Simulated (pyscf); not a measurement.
**1,1-elimination: F–SiH(F)–F (SMILES F[SiH](F)F) -> HF (SMILES F) + F–Si:–F (SMILES F[Si]F) [singlet]**

Gas phase, singlet surface, charge 0. Bonds broken: F1–Si2, Si2–H5. Bonds formed: F1–H5. PySCF, gas phase, ωB97X-D3(BJ)/def2-SVP geometries. MP2 and CC: frozen core, UHF for open shells. ΔMP2 is the change of the MP2 total energy from the triple- to the quadruple-zeta basis.

Transition state (Å):

```xyz
5

F     -1.2539     0.5837     0.7822
Si     0.2246    -0.2030    -0.0788
F      1.4323     0.7686     0.3780
F     -0.0343     0.2025    -1.6216
H     -1.0093    -0.5764     0.9314
```

One imaginary mode, 1385i cm⁻¹; descent along it reached the two sides named.

```
bond    change  reactant side (Å)  saddle  product side
------  ------  -----------------  ------  ------------
F1–Si2  breaks              1.603   1.883         2.403
Si2–H5  breaks              1.465   1.638           2.9
F1–H5    forms              2.528   1.195         0.929
```

Electronic energies relative to the reactant's lowest minimum found (kcal/mol):

```csv
level,barrier,reaction energy,reverse barrier
ωB97X-D3(BJ)/def2-TZVP,91.8,+73.9,17.9
PBE/def2-TZVP,77.8,+67.0,10.8
r²SCAN/def2-TZVP,87.0,+76.9,10.1
B3LYP-D3(BJ)/def2-TZVP,87.7,+70.3,17.4
PBE0-D3(BJ)/def2-TZVP,87.2,+72.0,15.2
M06-2X/def2-TZVP,93.3,+73.7,19.6
ωB97M-D3(BJ)/def2-TZVP,88.7,+68.9,19.7
HF/def2-TZVP,113.2,+77.2,36.0
MP2/def2-QZVPP,93.5,+74.4,19.1
CCSD/def2-TZVPP,96.3,+71.5,24.9
CCSD(T)/def2-TZVPP,92.6,+70.9,21.7
CCSD(T)/def2-TZVPP + ΔMP2(QZVPP),92.4,+71.2,21.2
```

With CCSD(T)/def2-TZVPP + ΔMP2(QZVPP) energies and thermal terms (ideal gas, 1 atm, RRHO with modes under 100 cm⁻¹ raised to 100, one conformer, R ln 2 for rigid chiral ones), in kcal/mol:

```csv
T (K),ΔH‡,ΔG‡,ΔH,ΔG
298,89.6,88.4,+70.2,+59.4
600,89.7,87.2,+70.4,+48.3
900,89.4,86.0,+69.8,+37.4
1200,89.1,84.9,+69.0,+26.7
```

This is the saddle that the search found; another between the same sides may lie lower. The CCSD(T) − MP2 part came from Ansatz, without density fitting, on the same reference.
